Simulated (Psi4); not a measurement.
**CH3S (SMILES C[S]) at UCCSD(T)/pcseg-0 (density fitting, density fitting for correlation, qc module occ)**

Aim: the energy change on altering one bond length of CH3S at UCCSD(T)/pcseg-0 (density fitting, density fitting for correlation, qc module occ), from 2 runs. 

The results are computed with Psi4 1.11.

16 further runs of the same task are left out: 15 that didn't finish, 1 set aside as unsound or not needed.

### Step 1. The molecule

CH3S: 5 atoms, total charge 0, spin state doublet. SMILES: `C[S]`. The coordinates come from a GFN2-xTB relaxation.

Bond lengths: C1–S2 1.793 Å, C1–H3 1.087 Å, C1–H4 1.087 Å, C1–H5 1.087 Å. Angles: S2–C1–H3 108.9°, S2–C1–H4 108.9°, S2–C1–H5 108.9°, H3–C1–H4 110.1°, H3–C1–H5 110.0°, H4–C1–H5 110.1°.

### Step 2. A single-point energy at UCCSD(T)/pcseg-0 (density fitting, density fitting for correlation, qc module occ)

File job.json:

```json
{
 "schema_name": "qcschema_input",
 "schema_version": 1,
 "molecule": {
  "schema_name": "qcschema_molecule",
  "schema_version": 2,
  "symbols": ["C", "S", "H", "H", "H"],
  "geometry": [-0.24020309, 0.05533118, 0.13022103, 2.67868678, -0.61690109, -1.45369072, -0.47365985, -1.26836528, 1.68363259, -1.78554552, -0.14894821, -1.20859324, -0.17927832, 1.9789023, 0.84843034],
  "molecular_charge": 0,
  "molecular_multiplicity": 2
 },
 "driver": "energy",
 "model": {
  "method": "ccsd(t)",
  "basis": "pcseg-0"
 },
 "keywords": {
  "reference": "uhf",
  "scf_type": "df",
  "freeze_core": true,
  "cc_type": "df",
  "qc_module": "occ"
 }
}
```

The run is started by

```console
$ psi4 --qcschema job.json -n 1 --memory 1600MB
```

stdout:

```text
[...]
  Running in c1 symmetry.
[...]
  Nuclear repulsion =   48.663701626351056
[...]
  Multiplicity = 2
[...]
  Nalpha       = 13
  Nbeta        = 12
[...]
    Number of basis functions: 28
[...]
   @DF-UHF iter   1:  -436.46393986020814   -4.89758e-01   6.35950e-03 ADIIS/DIIS
[...]
   @DF-UHF iter  13:  -436.49487931754828   -5.11591e-13   7.62128e-09 DIIS
[...]
   @S^2 Observed:                7.531717962E-01
[...]
    Orbital Energies [Eh]
    ---------------------
    Alpha Occupied:
       1A    -91.904307     2A    -11.269963     3A     -8.849832
       4A     -6.678651     5A     -6.662522     6A     -6.657477
       7A     -1.061932     8A     -0.853279     9A     -0.622080
      10A     -0.610475    11A     -0.489551    12A     -0.426880
      13A     -0.377238
    Alpha Virtual:
      14A      0.187612    15A      0.263762    16A      0.266158
      17A      0.270608    18A      0.597697    19A      0.822517
      20A      0.834610    21A      0.954951    22A      1.021329
      23A      1.049145    24A      1.091431    25A      1.124355
[...]
  @DF-UHF Final Energy:  -436.49487931754828
   => Energetics <=
    Nuclear Repulsion Energy =             48.6637016263510560
    One-Electron Energy =                -698.0569394303690842
    Two-Electron Energy =                 212.8983584864696752
    Total Energy =                       -436.4948793175483388
  UHF NO Occupations:
  HONO-2 :   11  A 1.9998345
  HONO-1 :   12  A 1.9987259
[...]
 Multipole Moments:
 ------------------------------------------------------------------------------------
     Multipole            Electronic (a.u.)      Nuclear  (a.u.)        Total (a.u.)
 ------------------------------------------------------------------------------------
 L = 1.  Multiply by 2.5417464519 to convert [e a0] to [Debye]
 Dipole X            :          3.1014260           -3.7392098           -0.6377839
 Dipole Y            :         -0.7163169            0.8611376            0.1448207
 Dipole Z            :         -1.6593756            2.0293375            0.3699619
 Magnitude           :                                                    0.7514074
[...]
	DF-SCS-MP2 Total Energy (a.u.)     :  -436.62919207448715
	DF-SOS-MP2 Total Energy (a.u.)     :  -436.63096658261196
	DF-SCS(N)-MP2 Total Energy (a.u.)  :  -436.54078228076759
[...]
	DF-MP2 Total Energy (a.u.)         :  -436.62564305823759
[...]
	DF-CCSD Total Energy (a.u.)        :  -436.64730666629919
[...]
	DF-CCSD(T) Total Energy (a.u.)     :  -436.65027333814970
[...]
```

The result, in JSON:

```text
{
 "driver": "energy",
 "model": {
  "method": "ccsd(t)",
  "basis": "pcseg-0"
 },
 "success": true,
 "return_result": -436.6502733381497,
 "properties": {
  "calcinfo_nbasis": 28,
  "calcinfo_nmo": 28,
  "calcinfo_nalpha": 13,
  "calcinfo_nbeta": 12,
  "calcinfo_natom": 5,
  "nuclear_repulsion_energy": 48.663701626351056,
  "return_energy": -436.6502733381497,
  "scf_one_electron_energy": -698.0569394303691,
  "scf_two_electron_energy": 212.89835848646968,
  "scf_dipole_moment": [-0.6377838929724033, 0.1448206695187687, 0.3699618763811128],
  "scf_total_energy": -436.4948793175483,
  "scf_iterations": 13,
  "mp2_same_spin_correlation_energy": -0.026081229101889272,
  "mp2_opposite_spin_correlation_energy": -0.10468251158743036,
  "mp2_singles_energy": 0.0,
  "mp2_doubles_energy": -0.13076374068931962,
  "mp2_correlation_energy": -0.13076374068930363,
  "mp2_total_energy": -436.6256430582376,
  "ccsd_singles_energy": 0.0,
  "ccsd_doubles_energy": -0.1524273487509049,
  "ccsd_correlation_energy": -0.1524273487509049,
  "ccsd_total_energy": -436.6473066662992,
  "ccsd_prt_pr_correlation_energy": -0.15539402060142038,
  "ccsd_prt_pr_total_energy": -436.6502733381497
 }
}
```

It took 8.4 s on 1 thread of AMD EPYC 7R43 (Zen 3), shared host; peak memory 0.18 GiB.

### Step 3. The distorted shape

File ch3s.xyz:

```xyz
5
CH3S
C      0.690638     0.137378     0.777370
S      2.235248    -0.218352    -0.060800
H      0.567098    -0.563092     1.599400
H     -0.944870    -0.078820    -0.639560
H      0.722878     1.155288     1.157430
```

File job.py:

```python
import psi4

psi4.set_memory(1600000000)
psi4.set_num_threads(1)
psi4.core.set_output_file('ch3s.out', False)

with open('ch3s.xyz') as f:
    atoms = ''.join(f.readlines()[2:])
m = psi4.geometry('0 2\n' + atoms + '')

psi4.set_options({
    'basis': 'pcseg-0',
    'reference': 'uhf',
    'scf_type': 'df',
    'freeze_core': True,
    'cc_type': 'df',
    'qc_module': 'occ',
})

e_tot = psi4.energy('ccsd(t)', molecule=m)
print(f'total energy {e_tot:.8f} hartree = {e_tot * 27.211386:.5f} eV')
```

The run is started by

```console
$ python job.py
```

ch3s.out:

```text
[...]
  Running in c1 symmetry.
[...]
  Nuclear repulsion =   46.053134500756194
[...]
  Multiplicity = 2
[...]
  Nalpha       = 13
  Nbeta        = 12
[...]
    Number of basis functions: 28
[...]
   @DF-UHF iter   1:  -436.23947881146478   -6.42906e-01   8.01345e-03 ADIIS/DIIS
[...]
   @DF-UHF iter  17:  -436.37641975997872   -1.19371e-12   7.96142e-09 DIIS
[...]
   @S^2 Observed:                1.361454360E+00
[...]
    Orbital Energies [Eh]
    ---------------------
    Alpha Occupied:
       1A    -91.917309     2A    -11.299973     3A     -8.861607
       4A     -6.688626     5A     -6.675337     6A     -6.669420
       7A     -1.035866     8A     -0.818208     9A     -0.614416
      10A     -0.513308    11A     -0.490307    12A     -0.441329
      13A     -0.384404
    Alpha Virtual:
      14A      0.095383    15A      0.207866    16A      0.273650
      17A      0.276470    18A      0.585431    19A      0.785378
      20A      0.841186    21A      0.922784    22A      0.929398
      23A      1.048785    24A      1.085773    25A      1.111382
[...]
  @DF-UHF Final Energy:  -436.37641975997872
   => Energetics <=
    Nuclear Repulsion Energy =             46.0531345007561939
    One-Electron Energy =                -692.5807003119504088
    Two-Electron Energy =                 210.1511460512155054
    Total Energy =                       -436.3764197599787167
  UHF NO Occupations:
  HONO-2 :   11  A 1.9955663
  HONO-1 :   12  A 1.6333952
[...]
 Multipole Moments:
 ------------------------------------------------------------------------------------
     Multipole            Electronic (a.u.)      Nuclear  (a.u.)        Total (a.u.)
 ------------------------------------------------------------------------------------
 L = 1.  Multiply by 2.5417464519 to convert [e a0] to [Debye]
 Dipole X            :          4.1025044           -4.4560405           -0.3535361
 Dipole Y            :         -0.5884210            0.7663798            0.1779588
 Dipole Z            :         -0.8411409            1.4083077            0.5671668
 Magnitude           :                                                    0.6916179
[...]
	DF-SCS-MP2 Total Energy (a.u.)     :  -436.49836826966413
	DF-SOS-MP2 Total Energy (a.u.)     :  -436.49907253260051
	DF-SCS(N)-MP2 Total Energy (a.u.)  :  -436.42251714701644
[...]
	DF-MP2 Total Energy (a.u.)         :  -436.49695974379136
[...]
	DF-CCSD Total Energy (a.u.)        :  -436.53214013176120
[...]
	DF-CCSD(T) Total Energy (a.u.)     :  -436.53747775994356
[...]
```

On the terminal:

```text
total energy -436.53747776 hartree = -11878.78981 eV
```

It took 17 s on 1 thread of AMD EPYC 7R43 (Zen 3), shared host; peak memory 0.18 GiB.

### Step 4. Summary of results

At UCCSD(T)/pcseg-0 (density fitting, density fitting for correlation, qc module occ), 6 core orbitals frozen:

| quantity | value |
| --- | --- |
| first shape: total energy | -436.65027 Eh |
| first shape: HOMO energy (Hartree–Fock orbitals) (highest over α and β) | -9.48 eV |
| first shape: LUMO energy (Hartree–Fock orbitals) (lowest over α and β) | 0.81 eV |
| first shape: correlation energy (6 core orbitals frozen) | -155.4 mEh |
| first shape: (T) correction | -2.97 mEh |
| first shape: ⟨S²⟩ of the reference determinant | 0.753 |
| distorted shape: total energy | -436.53748 Eh |
| distorted shape: HOMO energy (Hartree–Fock orbitals) (highest over α and β) | -9.75 eV |
| distorted shape: LUMO energy (Hartree–Fock orbitals) (lowest over α and β) | 0.66 eV |
| distorted shape: correlation energy (6 core orbitals frozen) | -161.1 mEh |
| distorted shape: (T) correction | -5.34 mEh |
| distorted shape: ⟨S²⟩ of the reference determinant | 1.361 |
| energy change with the C1–H4 bond stretched from 1.087 to 2.175 Å | 3.069 eV |

What this shows: With the C1–H4 bond stretched from 1.087 to 2.175 Å the energy rises by 3.07 eV (296 kJ/mol). The first shape isn't relaxed at this level, so the change isn't measured from a minimum. The triples (first shape) make up 1.9 % of the correlation energy. ⟨S²⟩ (distorted shape) is 1.36 where a pure doublet has 0.75: the reference is spin-contaminated. The triples (distorted shape) make up 3.3 % of the correlation energy.
